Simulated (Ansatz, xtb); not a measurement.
Two structures of CH3Si2−

We compare X, a singlet given by its coordinates, with Y, `C1=[Si-][SiH2]1`, a singlet. Both are isolated ions in the gas phase, relaxed with r2SCAN-D4/def2-SVPD.

X (Å):

```xyz
6

C    -1.0542    0.7548   -2.6413
Si   -2.3835    0.3695   -1.7207
Si    0.3783    1.1681   -3.6339
H     1.1147    2.4334   -3.2317
H     0.1115    1.3950   -5.1112
H     1.4869    0.1308   -3.6525
```

Close contacts (Å): C1–Si2 1.66, C1–Si3 1.79, Si3–H4 1.52, Si3–H5 1.52, Si3–H6 1.52.

Y (Å):

```yaml
atoms:
  - { symbol: C, position_ang: [-0.9963, 0.6238, -3.0321] }
  - { symbol: Si, position_ang: [-1.1614, 2.2606, -2.3472] }
  - { symbol: Si, position_ang: [0.6090, 1.3341, -3.5513] }
  - { symbol: H, position_ang: [-1.5632, -0.3137, -3.1020] }
  - { symbol: H, position_ang: [0.9008, 1.4900, -5.0352] }
  - { symbol: H, position_ang: [1.8929, 0.7375, -2.9973] }
```

Energies in hartree; the thermal terms are from r2SCAN-D4/def2-SVPD harmonic frequencies (ideal gas, rigid rotor, one conformer each, 298.15 K, 1 atm) and include the zero-point energy:

|  | X | Y |
| --- | --- | --- |
| E, CCSD(T)/def2-SVPD | −617.606217 | −617.601458 |
| E, MP2/def2-SVPD | −617.554542 | −617.546772 |
| E, MP2/def2-TZVPPD | −617.858258 | −617.853216 |
| zero-point energy | 0.028540 | 0.030342 |
| H(298 K) − E | 0.034194 | 0.035421 |
| G(298 K) − E | 0.002296 | 0.003849 |

Correct the CCSD(T) difference for the basis set by the MP2 change, then work out ΔE, ΔE₀, ΔH and ΔG for X → Y in kJ/mol (1 Eh = 2625.50 kJ/mol) and the equilibrium ratio [Y]/[X].

1. Differences Y − X: CCSD(T) +0.004759, MP2 in the small set +0.007770, MP2 in the large set +0.005042 Eh.
2. ΔE = +0.004759 + (+0.005042 − (+0.007770)) = +0.002031 Eh = +5.33 kJ/mol.
3. ΔE₀ = ΔE + ΔZPE = +0.002031 + (+0.001802) Eh = +10.06 kJ/mol.
4. ΔH = ΔE + (+0.001227) Eh = +8.55 kJ/mol.
5. ΔG = ΔE + (+0.001553) Eh = +9.41 kJ/mol, so ΔS = (ΔH − ΔG)/T = −2.9 J/(mol K).
6. kT = 0.9442 mEh, so K = [Y]/[X] = exp(−ΔG/kT) = exp(−3.80) ≈ 0.022.

Structure X is favoured at this temperature. An error of 4 kJ/mol in ΔG would change K by a factor of 5. r2SCAN-D4/def2-SVPD gave ΔE the other sign. Mirror images and further conformers aren't counted.

Other levels gave ΔE = −12.5 (r2SCAN-D4/def2-SVPD); +17.5 (HF/def2-SVPD); +20.4 (MP2/def2-SVPD); +12.5 (CCSD(T)/def2-SVPD) kJ/mol. The correlated steps freeze 11 core orbitals. Programs: Ansatz 0.2.0.
